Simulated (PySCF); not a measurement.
From results back to the method.

Species: phosphonium, PH4 (charge +1).
Atom-mapped SMILES: `[PH4+:1]` (hydrogens: H2, H3, H4, H5 on P1)

The closed-shell ground state was solved 7 times with PySCF (density fitting, gas phase), always in the def2-SVPD basis (56 functions), with these functionals: B3LYP, BHandHLYP, HF, LC-wPBE, LDA, PBE0 and wB97X-D. Isolated species at its PBE0-D3(BJ)/def2-SVP geometry, gas phase.

| row | total energy (Eh) | HOMO (eV) | LUMO (eV) |
| --- | --- | --- | --- |
| P | -343.2063 | -19.11 | -5.93 |
| Q | -343.3395 | -20.47 | -4.90 |
| R | -342.0273 | -17.63 | -7.03 |
| S | -343.2422 | -22.04 | -3.55 |
| T | -343.3421 | -21.07 | -4.05 |
| U | -342.6843 | -22.64 | -2.78 |
| V | -343.3646 | -18.88 | -6.19 |

Task: Which functional belongs to which row?

Result: P = PBE0, Q = BHandHLYP, R = LDA, S = LC-wPBE, T = wB97X-D, U = HF, V = B3LYP. By rising HOMO–LUMO gap: LDA (LDA) 10.60 eV; B3LYP (global hybrid, 20 % exact exchange) 12.69 eV; PBE0 (global hybrid, 25 % exact exchange) 13.18 eV; BHandHLYP (global hybrid, 50 % exact exchange) 15.57 eV; wB97X-D (range-separated hybrid) 17.02 eV; LC-wPBE (range-separated hybrid) 18.49 eV; HF (all exact exchange) 19.86 eV. Total energies of different functionals aren't bounds to one another; each is stationary for its own functional.

The pairwise dispersion term of wB97X-D wasn't added to the energies; at a given geometry it leaves orbitals and properties as they are.
